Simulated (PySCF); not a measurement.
## Where the electron goes

Compound: C₃H₁₀N (charge +1).
Z-matrix (Å and degrees, GFN2-xTB geometry), rows numbered from 1:
```
C 
N   1  1.4743
C   2  1.4743  1  111.08
C   2  1.4744  1  111.07  3  -124.14
H   1  1.0884  2  110.54  3   -57.86
H   1  1.0889  2  109.67  3    62.04
H   1  1.0884  2  110.45  3  -178.09
H   2  1.0271  1  107.87  3   117.97
H   3  1.0883  2  110.48  1    57.82
H   3  1.0889  2  109.69  1   -62.07
H   3  1.0884  2  110.50  1   178.06
H   4  1.0884  2  110.46  1  -178.13
H   4  1.0884  2  110.50  1   -57.94
H   4  1.0889  2  109.74  1    61.99
```

Computed with PySCF 2.14.0, density-fitted response routines, TDDFT PBE0/def2-SVPD, vertical, gas phase, core orbitals frozen in the response.

Frontier orbitals with the atoms that hold most of them (Löwdin shares over 4%, at most four atoms; ? is withheld):

```tsv
orbital	ε (eV)	atoms
HOMO-3	-16.46	N2 18%, C4 13%, C1 13%, C3 13%
HOMO-2	-16.39	C1 20%, C3 16%, C4 14%, N2 11%
HOMO-1	-16.39	C4 20%, C3 18%, C1 13%, N2 11%
HOMO	-16.21	?
LUMO	?	H8 25%, N2 13%, C4 11%, C3 11%
LUMO+1	-3.04	H8 16%, H6 12%, H10 12%, H14 12%
LUMO+2	-2.61	C4 16%, H5 12%, H12 12%, C1 10%
```

(1) Give the leading atoms of the HOMO.

(2) What is the LUMO energy, and the HOMO–LUMO gap?

## Answers

(1) C4 (bonded to N and 3 H) 19%; C1 (bonded to N and 3 H) 19%; C3 (bonded to N and 3 H) 19%; H12 (bonded to C) 7%. By element: carbon 56%, hydrogen 7% or more.

(2) ε(LUMO) = -4.43 eV; the gap is 11.78 eV (0.4328 hartree).

Within 0.005 eV of a neighbour in this list lie HOMO-2/HOMO-1 (point group found: C3v); within a degenerate set the shares of single atoms can hang on how the components are chosen.

Task: How does S1 compare with the orbital gap of 11.78 eV?

Result: S1 is at 10.35 eV (f = 0.0000), 1.43 eV below the gap, made of HOMO→LUMO (98%). 

Task: One configuration dominates each of S1 and S7. Which, and how do the shares of the two leading atoms of either orbital change from the occupied to the empty one?

Result: 
- S1 (10.35 eV, f 0.0000), HOMO→LUMO (98%): C4 19% → 11%, C1 19% → at most 11%, H8 at most 7% → 25%, N2 at most 7% → 13%
- S7 (11.86 eV, f 0.0000), HOMO→LUMO+1 (93%): C4 19% → at most 13%, C1 19% → at most 13%, H8 at most 7% → 16%, H6 at most 7% → 12%

Orbitals of the list HOMO-3 to LUMO+2 that lie within 0.01 eV of each other are written together with a slash and their weights summed (≥ marks a lower bound); for degenerate orbitals outside that list single weights are arbitrary.

Löwdin shares depend on the basis, the more so with diffuse functions.
